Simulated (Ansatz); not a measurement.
# B2H4: functionals against CCSD(T) at one geometry

A test off equilibrium: a structure displaced at random from a GFN2-xTB minimum is computed at several levels, and each is set against CCSD(T).

Method: single points in def2-TZVPP; program: Ansatz 0.2.0, Gaussian basis.

Correlated methods freeze the cores.

**1. Where the work starts**

SMILES `BB`, 6 atoms, charge 0, spin multiplicity 1.

Atoms are counted from 1 here; the program's logs count them from 0.

Bond lengths: B1–B2 1.533 Å, B1–H3 1.112 Å, B1–H4 1.213 Å, B2–H5 1.268 Å, B2–H6 1.041 Å. Angles: B2–B1–H3 137.4°, B2–B1–H4 122.9°, H3–B1–H4 98.0°, B1–B2–H5 115.5°, B1–B2–H6 127.0°, H5–B2–H6 116.3°.

Coordinates:

```xyz
6
B2H4
B    -0.2834   -0.6854   -0.0664
B     0.3515    0.7031    0.0678
H    -1.0830   -1.2723    0.4373
H     0.2497   -1.5994   -0.6594
H    -0.1365    1.6016   -0.6817
H     0.9935    1.0276    0.8201
```

**2. CCSD(T)/def2-TZVPP**

run/in.yaml

```yaml
crystal:
  periodic: [false, false, false]
  atoms:
    - {symbol: B, position_ang: [-0.283400, -0.685400, -0.066400]}
    - {symbol: B, position_ang: [0.351500, 0.703100, 0.067800]}
    - {symbol: H, position_ang: [-1.083000, -1.272300, 0.437300]}
    - {symbol: H, position_ang: [0.249700, -1.599400, -0.659400]}
    - {symbol: H, position_ang: [-0.136500, 1.601600, -0.681700]}
    - {symbol: H, position_ang: [0.993500, 1.027600, 0.820100]}
basis:
  gaussian: {orbitals: def2-TZVPP}
correlation: {method: ccsd_t}
output: {forces: true}
```

No record of the launch command was kept for these runs.

**3. PBE0-D4/def2-TZVPP**

Changes to run/in.yaml since step 2:

```diff
@@ -11,3 +11,3 @@
   gaussian: {orbitals: def2-TZVPP}
-correlation: {method: ccsd_t}
-output: {forces: true}
+hamiltonian: {xc: pbe0, dispersion: d4}
+output: {forces: true, orbitals: {seedname: orbitals}}
```

**4. wB97M-V/def2-TZVPP**

Changes to run/in.yaml since step 3:

```diff
@@ -11,3 +11,3 @@
   gaussian: {orbitals: def2-TZVPP}
-hamiltonian: {xc: pbe0, dispersion: d4}
-output: {forces: true, orbitals: {seedname: orbitals}}
+hamiltonian: {xc: {name: wB97M-V}}
+output: {forces: true}
```

**5. r2SCAN-D4/def2-TZVPP**

Changes to run/in.yaml since step 4:

```diff
@@ -11,3 +11,3 @@
   gaussian: {orbitals: def2-TZVPP}
-hamiltonian: {xc: {name: wB97M-V}}
+hamiltonian: {xc: r2scan, dispersion: d4}
 output: {forces: true}
```

**6. PBE-D4/def2-TZVPP**

Changes to run/in.yaml since step 5:

```diff
@@ -11,3 +11,3 @@
   gaussian: {orbitals: def2-TZVPP}
-hamiltonian: {xc: r2scan, dispersion: d4}
+hamiltonian: {xc: pbe, dispersion: d4}
 output: {forces: true}
```

**7. revPBE-D4/def2-TZVPP**

Changes to run/in.yaml since step 6:

```diff
@@ -11,3 +11,3 @@
   gaussian: {orbitals: def2-TZVPP}
-hamiltonian: {xc: pbe, dispersion: d4}
+hamiltonian: {xc: {name: revPBE}, dispersion: d4}
 output: {forces: true}
```

**8. CAM-B3LYP-D4/def2-TZVPP**

Changes to run/in.yaml since step 7:

```diff
@@ -11,3 +11,3 @@
   gaussian: {orbitals: def2-TZVPP}
-hamiltonian: {xc: {name: revPBE}, dispersion: d4}
+hamiltonian: {xc: {name: CAM-B3LYP}, dispersion: d4}
 output: {forces: true}
```

(Steps that only read results are left out.)

What does the calculation give? Wanted: energy less free atoms, CCSD(T)/def2-TZVPP; RMS force component; RMS force error; HOMO and LUMO, PBE0-D4; T1 diagnostic.

**Answer**, as computed:

| quantity | value |
| --- | --- |
| energy less free atoms, CCSD(T)/def2-TZVPP | -1756.9 kJ/mol |
| RMS force component | 2.071 to 2.142 eV/Å over the methods |
| RMS force error | PBE0-D4 0.230, wB97M-V 0.155, r2SCAN-D4 0.290, PBE-D4 0.404, revPBE-D4 0.349, CAM-B3LYP-D4 0.171 eV/Å |
| HOMO and LUMO, PBE0-D4 | -8.83 and -1.65 eV |
| T1 diagnostic | 0.014 |

In words: Against CCSD(T) the functionals' energies less atoms differ by -86.9 to -36.7 kJ/mol, PBE-D4 by -70.9 kJ/mol. CCSD(T) in triple zeta still lacks some correlation energy of the bonds, so part of these gaps is its own basis error and they don't rank the functionals. On forces the order runs from wB97M-V to PBE-D4. Frozen-core CCSD(T) forces in triple zeta carry basis errors of their own, and this is one geometry, so small gaps rank nothing.
